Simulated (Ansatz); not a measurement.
Results of LDA (PAW; Ansatz, an electronic-structure program) for diamond-structure Ge.

Numerical settings: plane-wave cutoff 520 eV, 20×20×20 k mesh, Fermi–Dirac smearing 0.05 eV, perturbation theory, scalar-relativistic PAW data made under PBE.

Computed at the level's own relaxed cell.

Harmonic phonon frequencies (cm⁻¹; i marks an imaginary mode):

```tsv
q point	frequencies
Γ	0 0 0 291 291 291
X	74 74 235 235 267 267
L	59 59 217 237 281 281
```

Measured, for comparison: zone-centre TO phonon frequency 304 cm⁻¹ (low temperature, no zero-point or thermal correction; as tabulated in Tanner et al. (2021), arXiv:2110.11888). Computed less measured: zone-centre TO phonon frequency -4.3 %.

No imaginary mode appears at these points.

Note: the solid has no gap at this level, which affects its response.
